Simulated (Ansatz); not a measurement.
AlAs (zinc blende): values from a third-order Birch-Murnaghan fit to a volume scan beside measured ones. Computed values: PBE (plane waves to 420 eV, PAW, scalar-relativistic; Ansatz, an electronic-structure program). AlAs was relaxed with its symmetry unable to fall. The PAW data are Ansatz's earlier set.

```tsv
quantity	reference	kind	PBE	difference
Lattice constant a (Å)	5.649	measured, corrected to the static lattice	5.728	+1.4 %
Bulk modulus B₀ (GPa)	75	measured, corrected to the static lattice	66.9	-10.8 %
```

PBE overestimates the lattice constant a by 1.4 %. PBE underestimates the bulk modulus B₀ by 10.8 %.

References as given in: Daniel Mejia-Rodriguez, S. B. Trickey, Physical Review B (2018), arXiv:1807.09216.

(Under strain, the slope of the energy per volume gives the stress and its curvature an elastic modulus.)
